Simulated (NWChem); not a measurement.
## Correlation energy of oxygen (O$_{2}$)

```
O
O 1 1.2000
```
Charge 0, spin multiplicity 3.

Everything below was run with NWChem. Structure: optimised with UB3LYP/def2-SVP, a minimum by its harmonic frequencies.

Basis set: cc-pVDZ. Each correlation energy counts from its own Hartree-Fock reference.

The correlated methods keep 2 core orbitals frozen. The unpaired electrons of the parent sit in orbitals of symmetry b2g and b3g (D2h labels of the run); other states weren't searched. No SCF solution was tested for a lower state. Open-shell Hartree-Fock references start from PBE0 orbitals. Coupled-cluster values serve here as a point of comparison, not as the truth.

### Question
Order these methods by the correlation energy they give, lowest first: URI-MP2, SCS-UMP2, CCSD on UHF, CCSD[T] on UHF, CCSD on ROHF, CCSD[T] on ROHF.

### Answer
CCSD[T] on ROHF (-376.0 mHa), CCSD on ROHF (-365.3 mHa), CCSD[T] on UHF (-357.1 mHa), CCSD on UHF (-347.0 mHa), URI-MP2 (-343.1 mHa), SCS-UMP2 (-320.5 mHa)
